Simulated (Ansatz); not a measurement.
# BHF2 (SMILES FBF) at BCCD(T)/STO-3G

What is the vertical ionisation energy of BHF2 at BCCD(T)/STO-3G? 

The calculation is run with Ansatz 0.2.0.

54 further runs of the same task are left out: 1 that didn't finish, 53 set aside as unsound or not needed.

### 1 The structure to begin with

BHF2 has 4 atoms, charge 0, and is taken as a singlet. SMILES: `FBF`. Geometry: relaxed at PBE0-D4/def2-TZVP.

Bond lengths: F1–B2 1.313 Å, B2–F3 1.313 Å, B2–H4 1.191 Å. Angles: F1–B2–F3 118.1°, F1–B2–H4 121.0°, F3–B2–H4 121.0°.

### 2 A single-point energy at BCCD(T)/STO-3G

job.yaml

```yaml
crystal:
  periodic: [false, false, false]
  atoms:
    - {symbol: F, position_ang: [1.154300, 0.456900, -0.361900]}
    - {symbol: B, position_ang: [-0.001900, -0.031000, 0.025200]}
    - {symbol: F, position_ang: [-1.095400, 0.528700, -0.438900]}
    - {symbol: H, position_ang: [-0.057000, -0.954600, 0.775600]}
basis:
  gaussian: {orbitals: STO-3G}
total_charge: 0
correlation: {method: bccd_t, frozen_orbitals: {B: 1, F: 1, H: 0}}
accuracy: high
scf: {omitted_lower_state_checks: [cluster_reference, increment]}
```

Started as:

```sh
$ ansatz run job.yaml --threads 1 --pin off --max-ram 2610MiB --events-out events.jsonl --progress --plain --runs-dir runs
```

Output, cut to the lines that bear on the results:

```text
Warning: RAYON_NUM_THREADS=1 ignored (pool sized by the plan → 1); use --threads N
Functional definition: HF
  name "HF"
[...]
272 factors; integrals over basis functions are off by at most 4.3e-8 eV
[...]
mean field -6017.37886102 eV, -221.1345944167 hartree, gradient 1.9e-8 eV, S^2 0.000000; 0 other end points of the search recorded, 0 dependent functions left out
3 core orbitals not correlated: weight in the atoms' cores, before any rotation towards them, 1.000 or more for the frozen orbitals, at most 0.000 for the correlated occupied ones
reference -6017.37886102 eV, -221.1345944167 hartree; 9, 9 occupied and 4, 4 virtual orbitals, 272 factors
second order -2.20819788 eV of doubles, -0.00000000 eV of singles
cycle   1  -2.34344621 eV  change   -1.4e-1 eV  update   8.2e-2
[...]
cycle  17  -2.54953218 eV  change   3.0e-10 eV  update   1.7e-9
perturbative correction -0.23411546 eV, -0.0086035843 hartree
Total energy: -6020.16250866 eV, -221.2368915805 hartree
Checks for a lower state left out: cluster_reference, increment
```

It took 0.14 s on 1 thread of Intel Xeon Platinum 8488C (Sapphire Rapids), shared host.

### 3 The doublet cation

job.yaml, as its differences from that of step 2:

```diff
@@ -9,3 +9,4 @@
   gaussian: {orbitals: STO-3G}
-total_charge: 0
+total_charge: 1
+magnetization: {spin_polarized: true, initial_magnetization: 1}
 correlation: {method: bccd_t, frozen_orbitals: {B: 1, F: 1, H: 0}}
```

Started as:

```sh
$ ansatz run job.yaml --threads 1 --pin off --max-ram 2610MiB --events-out events.jsonl --progress --plain --runs-dir runs
```

Output:

```text
Warning: RAYON_NUM_THREADS=1 ignored (pool sized by the plan → 1); use --threads N
[... 15 lines left out ...]
3 core orbitals not correlated: weight in the atoms' cores, before any rotation towards them, 1.000 or more for the frozen orbitals, at most 0.000 for the correlated occupied ones
[... 53 lines left out ...]
Total energy: -6010.24037443 eV, -220.8722598731 hartree
Checks for a lower state left out: cluster_reference, increment
```

Run time: 0.48 s. Hardware: 1 thread of Intel Xeon Platinum 8488C (Sapphire Rapids), shared host.

### 4 What came out

Level: BCCD(T)/STO-3G, 3 core orbitals frozen.

```
                                                   quantity          value
                                 singlet BHF2: total energy  -221.23689 Eh
  singlet BHF2: correlation energy (3 core orbitals frozen)     -102.3 mEh
                               singlet BHF2: (T) correction      -8.60 mEh
                               doublet cation: total energy  -220.87226 Eh
doublet cation: correlation energy (3 core orbitals frozen)     -121.8 mEh
                             doublet cation: (T) correction     -16.38 mEh
          doublet cation: ⟨S²⟩ of the reference determinant          0.757
         vertical ionisation energy (to the doublet cation)       9.922 eV
```

In words: The vertical ionisation energy comes to 9.92 eV (957 kJ/mol). In a minimal basis such a difference can be off by several eV, whatever the method. The triples (singlet BHF2) make up 8.4 % of the correlation energy. The triples (doublet cation) make up 13.5 % of the correlation energy.
